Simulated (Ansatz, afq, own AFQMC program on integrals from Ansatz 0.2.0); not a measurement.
## Where AFQMC and coupled cluster stand for AlSiH3, triplet

```xyz
5

Al   -1.6941    0.0000    0.0000
H    -2.4870    1.3734    0.0000
H    -2.4870   -1.3734    0.0000
H    -0.1082    0.0000    0.0000
Si    1.8099    0.0000    0.0000
```

Connectivity, by distances: AlH3 ··· Si.

Basis cc-pVTZ. Only valence electrons are correlated. Ansatz 0.2.0 and our own AFQMC program on the same integrals; the CISD trial comes from CCSD amplitudes, and released means the phaseless constraint is let go. Error bars are statistical, one sigma.

Determinant: UHF, the one that the program's search chose, which needn't be the lowest solution. The geometry is a point of a scan.

No full CI on the walks' own integrals is used here; CCSDT(Q) serves as the reference and is uncertain by about the last step of the cluster series.

Cautions: lower spins were not checked.

- T1 diagnostic: 0.0224
- weight of the determinant in the CISD state: 0.864
- ⟨S²⟩ of the determinant: 2.035
- size of the correlated space: 10 electrons in 100 orbitals

Reference: CCSDT(Q), correlation energy -5.644 eV. The released energy is read at 2.40 1/Eh (meV from the phaseless value at times in 1/Eh: -9 ± 5 at 0.24, -11 ± 4 at 0.51, -12 ± 4 at 0.99, -16 ± 3 at 1.62, -16 ± 6 at 2.40).

```json
{"level": "HF", "E − E(reference) (kJ/mol)": "544.6", "share of correlation (%)": "0.00"}
{"level": "MP2", "E − E(reference) (kJ/mol)": "126.6", "share of correlation (%)": "76.75"}
{"level": "CCSD", "E − E(reference) (kJ/mol)": "20.0", "share of correlation (%)": "96.32"}
{"level": "CCSD(T)", "E − E(reference) (kJ/mol)": "4.5", "share of correlation (%)": "99.17"}
{"level": "CCSDT", "E − E(reference) (kJ/mol)": "0.6", "share of correlation (%)": "99.88"}
{"level": "ph-AFQMC/CISD", "E − E(reference) (kJ/mol)": "1.6 ± 0.5", "share of correlation (%)": "99.71"}
{"level": "released AFQMC", "E − E(reference) (kJ/mol)": "0.0 ± 0.5", "share of correlation (%)": "100.00"}
```

A walk keeps the symmetry of its determinant, which the program's search chose and which needn't be the lowest solution, so a lower state of the same spin and another symmetry isn't excluded. Released energies are given only where the last usable release times agree within the noise; a slower fall can still hide under it.
